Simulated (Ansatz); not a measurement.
Relaxation of CH4BF (7 atoms, charge 0, multiplicity 1), to a largest force component of 0.02 eV/Å in at most 40 steps.

Computed with Ansatz, RKS r2SCANh/def2-SVP.

```xyz
7
Properties=species:S:1:pos:R:3
B 0.000 0.000 0.000
F 0.000 0.000 1.320
H 1.030 0.000 -0.595
C -1.386 0.000 -0.800
H -1.946 -0.930 -0.571
H -1.990 0.880 -0.495
H -1.184 0.051 -1.890
```

**Question.** Where does it end, and by what steps?

**Answer.** The run converged. The force dipped under the threshold on the way, but the program's further checks kept it going. After 23 steps the energy has fallen by 0.080 eV; F2 moved furthest, 0.61 Å.

```csv
step,energy less start (eV),largest force component (eV/Å),accepted
0,0.0000,1.376,yes
1,-0.0532,0.552,yes
2,-0.0629,0.138,yes
3,-0.0630,0.116,yes
4,-0.0598,0.339,no
5,-0.0639,0.025,yes
6,-0.0663,0.034,yes
7,-0.0666,0.045,yes
8,-0.0730,0.028,yes
9,-0.0736,0.064,yes
10,-0.0769,0.022,yes
11,-0.0622,0.706,no
12,-0.0783,0.008,yes
13,-0.0781,0.203,no
14,-0.0781,0.135,no
15,-0.0784,0.081,yes
16,-0.0791,0.078,yes
17,-0.0792,0.075,yes
18,-0.0796,0.048,yes
19,-0.0797,0.057,yes
20,-0.0798,0.057,yes
21,-0.0797,0.079,no
22,-0.0798,0.031,yes
23,-0.0799,0.012,yes
```

```xyz
7
Properties=species:S:1:pos:R:3
B -0.025 -0.011 -0.011
F 0.096 0.586 1.168
H 0.969 -0.559 -0.435
C -1.382 0.010 -0.773
H -1.722 -1.025 -0.942
H -2.174 0.568 -0.257
H -1.237 0.432 -1.780
```

Whether the end is a true minimum wasn't checked by a vibrational analysis.

Time of the run: 56 s on 1 thread of Arm Neoverse V1, with other jobs on the host, peak memory 0.14 GiB.
